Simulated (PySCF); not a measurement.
Compound: acetyl chloride, C2H3ClO.
Atom-mapped SMILES: `[CH3:1][C:2](=[O:3])[Cl:4]` (hydrogens: H5, H6, H7 on C1)

The same species was optimised twice, with GFN2-xTB and with PBE0-D3(BJ)/def2-SVP (PySCF), and the same property calculations (PySCF, gas phase) were run on both structures.

```csv
coordinate,GFN2-xTB,PBE0-D3(BJ)/def2-SVP,change
C2–Cl4 (Å),1.777,1.796,+0.019
C1–H6 (Å),1.088,1.100,+0.012
C1–H7 (Å),1.088,1.100,+0.012
C1–H5 (Å),1.087,1.097,+0.010
C1–C2 (Å),1.486,1.495,+0.009
C2=O3 (Å),1.183,1.182,-0.001
C1–C2–O3 (°),128.9,127.7,-1.2
O3–C2–Cl4 (°),119.7,120.7,+1.0
H5–C1–H6 (°),110.0,110.6,+0.6
H6–C1–H7 (°),107.7,107.3,-0.4
H5–C1–H7 (°),110.1,110.6,+0.5
C2–C1–H6 (°),109.7,109.5,-0.2
C2–C1–H5 (°),109.6,109.5,-0.1
C1–C2–Cl4 (°),111.5,111.6,+0.1
```

Rotational constants: A = 10177, B = 5091, C = 3466 MHz (GFN2-xTB) against A = 10189, B = 4964, C = 3409 MHz (PBE0-D3(BJ)/def2-SVP). Point groups within 0.08 Å: Cs and Cs. Atoms that the bonding makes alike are paired by their places after alignment.

On the GFN2-xTB structure: HOMO (eV) -8.62 [PBE0/pcSseg-1]; LUMO (eV) -1.02 [PBE0/pcSseg-1]; dipole (D) 2.90 [PBE0/pcSseg-1]; GIAO shielding of C1 (ppm) 152.5 [PBE0/pcSseg-1]; GIAO shielding of C2 (ppm) 7.0 [PBE0/pcSseg-1]; GIAO shielding of O3 (ppm) -271.0 [PBE0/pcSseg-1]; GIAO shielding of Cl4 (ppm) 480.1 [PBE0/pcSseg-1].

Q: What do these properties become on the PBE0-D3(BJ)/def2-SVP structure?

A: 
```json
{"property": "HOMO (eV)", "level": "PBE0/pcSseg-1", "on GFN2-xTB": "-8.62", "on PBE0-D3(BJ)/def2-SVP": "-8.67", "change": "-0.05"}
{"property": "LUMO (eV)", "level": "PBE0/pcSseg-1", "on GFN2-xTB": "-1.02", "on PBE0-D3(BJ)/def2-SVP": "-1.05", "change": "-0.03"}
{"property": "dipole (D)", "level": "PBE0/pcSseg-1", "on GFN2-xTB": "2.90", "on PBE0-D3(BJ)/def2-SVP": "2.88", "change": "-0.02"}
{"property": "energy, GFN2-xTB geometry as zero (kcal/mol)", "level": "PBE0/pcSseg-1", "on GFN2-xTB": "0.0", "on PBE0-D3(BJ)/def2-SVP": "-0.3", "change": "-0.3"}
{"property": "GIAO shielding of C1 (ppm)", "level": "PBE0/pcSseg-1", "on GFN2-xTB": "152.5", "on PBE0-D3(BJ)/def2-SVP": "149.8", "change": "-2.7"}
{"property": "GIAO shielding of C2 (ppm)", "level": "PBE0/pcSseg-1", "on GFN2-xTB": "7.0", "on PBE0-D3(BJ)/def2-SVP": "6.5", "change": "-0.5"}
{"property": "GIAO shielding of O3 (ppm)", "level": "PBE0/pcSseg-1", "on GFN2-xTB": "-271.0", "on PBE0-D3(BJ)/def2-SVP": "-269.0", "change": "+2.0"}
{"property": "GIAO shielding of Cl4 (ppm)", "level": "PBE0/pcSseg-1", "on GFN2-xTB": "480.1", "on PBE0-D3(BJ)/def2-SVP": "472.9", "change": "-7.2"}
```

The heavy atoms differ by 0.013 Å rms after alignment. Among all bonds C2–Cl4 changes most (+0.019 Å). Changes are differences of the printed values. Neither structure is proved a minimum here.
